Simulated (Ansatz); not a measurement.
NH⁻, doublet in 6-31++G**: errors against full CI

Geometry: a point of a stretch scan, not a stationary point.

```xyz
2

N     0.0000    0.0000    0.0000
H     0.0000    0.0000    2.7550
```

Basis 6-31++G** (Cartesian d functions); Ansatz 0.2.0. Only valence electrons are correlated (noble-gas cores frozen), which leaves 7 electrons in 24 orbitals. Prefix R: restricted or restricted open-shell reference. Active spaces: pair = (3e, 3o) about the gap; valence = (7e, 5o) chosen from the atoms' valence shells. This anion state lies near or above the neutral species, so the extra electron is weakly bound or unbound and the energies hang on the diffuse functions.

Full CI is exact within this basis and frozen core; it isn't the basis-set limit.

For open shells CISD is restricted-active-space CI with the open shells as a complete middle space.

The R cluster runs have T1 = 0.301, too large to trust, so RMP2, RCCSD, RCCSD(T), RCCSDT(Q), RCCSDT aren't compared. BCCD(T) turns its orbitals far from the restricted determinant (T1 = 0.442 for the singles of that rotation), so its spin and state can't be checked, and it isn't compared.

* UHF ⟨S²⟩: 1.825
* ⟨S²⟩ of the determinant under UCCSD: 1.826
* T1 diagnostic (RCCSD): 0.3008
* largest doubles amplitude (RCCSD): 0.219
* T1 diagnostic (UCCSD): 0.0678

From what is known of these methods and the diagnostics, rank them by the size of their error in total energy against full CI in 6-31++G**, smallest first (an estimate: the text doesn't fix the numbers).
A. CISD
B. NEVPT2 (valence space)
C. MRCISD+Q (pair space)
D. CASSCF (valence space)
E. NEVPT2 (pair space)

C (1.05 kcal/mol), E (15.29 kcal/mol), B (23.92 kcal/mol), A (29.50 kcal/mol), D (90.62 kcal/mol).

All errors are against full CI in 6-31++G**. With T1 at 0.301 and a doubles amplitude of 0.22 one determinant is a poor start. Within each family the higher level lies nearer, as is usual though not guaranteed.

The full-CI state has the irrep B2 of C2v, in the program's axes (one component, if the state is degenerate).

Its occupations show that no single determinant describes this state well.

Natural occupations of full CI about the gap: 1.964 1.909 1.398 0.986 0.596 0.067 0.018 0.016 0.015 0.005; effectively unpaired electrons, Σ n²(2−n)², 2.46.
